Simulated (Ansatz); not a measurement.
Born–Oppenheimer molecular dynamics of BFH$_{2}$ (4 atoms, charge 0, multiplicity 1). It starts at the highest image of a converged band. Of that band: Neighbouring images differ by up to 2.7 eV, so the band resolves the path poorly. A vibrational analysis at the climbing image gives one clearly imaginary mode, 1550i cm⁻¹: a first-order saddle point.

All numbers below come from RKS PBE0-D4/def2-SVP (Ansatz).

```json
{"ensemble": "NVE (velocity Verlet)", "time step": "0.5 fs", "steps asked": "200", "starting velocities drawn for": "300 K", "seed": "7295"}
```

Frames 1 fs apart, positions in Å, forces in eV/Å.

Velocities at 60.0 fs (Å/ps):

```
B -18.70 -0.05 -13.53
H 10.95 0.69 89.23
H 23.95 0.92 115.64
F 8.79 -0.06 -3.17
```

```xyz
4
Properties=species:S:1:pos:R:3:forces:R:3 time_fs=60.0 energy_less_start_eV=-1.457 T=5939
B -0.421 -0.012 -1.522 -0.26 0.01 0.91
H 2.235 0.060 6.164 -1.94 -0.06 -0.24
H 1.413 0.034 6.064 1.94 0.06 0.24
F -0.772 0.001 -0.289 0.26 -0.01 -0.91
4
Properties=species:S:1:pos:R:3:forces:R:3 time_fs=61.0 energy_less_start_eV=-1.506 T=6121
B -0.440 -0.012 -1.536 -0.26 0.01 1.01
H 2.237 0.061 6.252 -1.10 -0.04 -0.10
H 1.446 0.035 6.181 1.10 0.04 0.10
F -0.763 0.001 -0.293 0.26 -0.01 -1.01
4
Properties=species:S:1:pos:R:3:forces:R:3 time_fs=62.0 energy_less_start_eV=-1.518 T=6166
B -0.459 -0.012 -1.548 -0.25 0.01 1.07
H 2.230 0.061 6.340 0.67 0.02 0.04
H 1.488 0.037 6.298 -0.67 -0.02 -0.04
F -0.754 0.001 -0.296 0.25 -0.01 -1.07
4
Properties=species:S:1:pos:R:3:forces:R:3 time_fs=63.0 energy_less_start_eV=-1.461 T=5954
B -0.478 -0.012 -1.559 -0.23 0.01 1.10
H 2.229 0.061 6.427 2.39 0.08 0.04
H 1.524 0.038 6.415 -2.39 -0.08 -0.04
F -0.745 0.000 -0.301 0.23 -0.01 -1.10
4
Properties=species:S:1:pos:R:3:forces:R:3 time_fs=64.0 energy_less_start_eV=-1.475 T=6005
B -0.498 -0.012 -1.569 -0.20 0.01 1.08
H 2.249 0.062 6.515 2.09 0.07 -0.05
H 1.539 0.038 6.532 -2.09 -0.07 0.05
F -0.736 0.000 -0.306 0.20 -0.01 -1.08
4
Properties=species:S:1:pos:R:3:forces:R:3 time_fs=65.0 energy_less_start_eV=-1.525 T=6192
B -0.517 -0.012 -1.579 -0.17 0.01 1.02
H 2.288 0.064 6.603 0.18 0.01 -0.01
H 1.534 0.038 6.650 -0.18 -0.01 0.01
F -0.727 0.000 -0.311 0.17 -0.01 -1.02
4
Properties=species:S:1:pos:R:3:forces:R:3 time_fs=66.0 energy_less_start_eV=-1.495 T=6080
B -0.537 -0.012 -1.587 -0.13 0.01 0.93
H 2.330 0.065 6.690 -1.39 -0.05 0.13
H 1.528 0.038 6.767 1.39 0.05 -0.13
F -0.717 0.000 -0.318 0.13 -0.01 -0.93
4
Properties=species:S:1:pos:R:3:forces:R:3 time_fs=67.0 energy_less_start_eV=-1.454 T=5927
B -0.557 -0.012 -1.595 -0.10 0.01 0.81
H 2.358 0.067 6.779 -2.00 -0.07 0.25
H 1.534 0.039 6.883 2.00 0.07 -0.25
F -0.708 0.000 -0.324 0.10 -0.01 -0.81
4
Properties=species:S:1:pos:R:3:forces:R:3 time_fs=68.0 energy_less_start_eV=-1.478 T=6019
B -0.577 -0.012 -1.601 -0.06 0.01 0.66
H 2.368 0.067 6.870 -1.73 -0.06 0.27
H 1.559 0.040 6.997 1.73 0.06 -0.27
F -0.698 0.000 -0.331 0.06 -0.01 -0.66
4
Properties=species:S:1:pos:R:3:forces:R:3 time_fs=69.0 energy_less_start_eV=-1.530 T=6214
B -0.597 -0.012 -1.608 -0.04 0.00 0.49
H 2.362 0.067 6.963 -0.52 -0.02 0.10
H 1.600 0.041 7.109 0.52 0.02 -0.10
F -0.689 0.000 -0.339 0.04 0.00 -0.49
4
Properties=species:S:1:pos:R:3:forces:R:3 time_fs=70.0 energy_less_start_eV=-1.511 T=6141
B -0.618 -0.012 -1.614 -0.02 0.00 0.32
H 2.352 0.067 7.058 1.40 0.05 -0.32
H 1.646 0.043 7.219 -1.40 -0.05 0.32
F -0.679 0.000 -0.346 0.02 0.00 -0.32
4
Properties=species:S:1:pos:R:3:forces:R:3 time_fs=71.0 energy_less_start_eV=-1.465 T=5972
B -0.638 -0.012 -1.619 0.00 0.00 0.15
H 2.354 0.068 7.149 2.48 0.09 -0.67
H 1.678 0.044 7.333 -2.48 -0.09 0.67
F -0.669 0.000 -0.354 0.00 0.00 -0.15
```

Of the whole run (100 fs, mean temperature of the second half 6081 K): The conserved energy stayed within 0.52 meV per atom of its start (net change -0.5 meV per atom), so the integration is sound. The system heated up, since it started high on the potential surface and ran downhill. A run of 0.1 ps of so small a system gives no equilibrium averages. The orbitals stay closed-shell, which can raise the energy where a bond breaks towards radicals; this wasn't checked here.

Run time: 44 s on 1 thread of Intel(R) Xeon(R) 6975P-C (Granite Rapids), with other jobs on the host, peak memory 0.095 GiB.
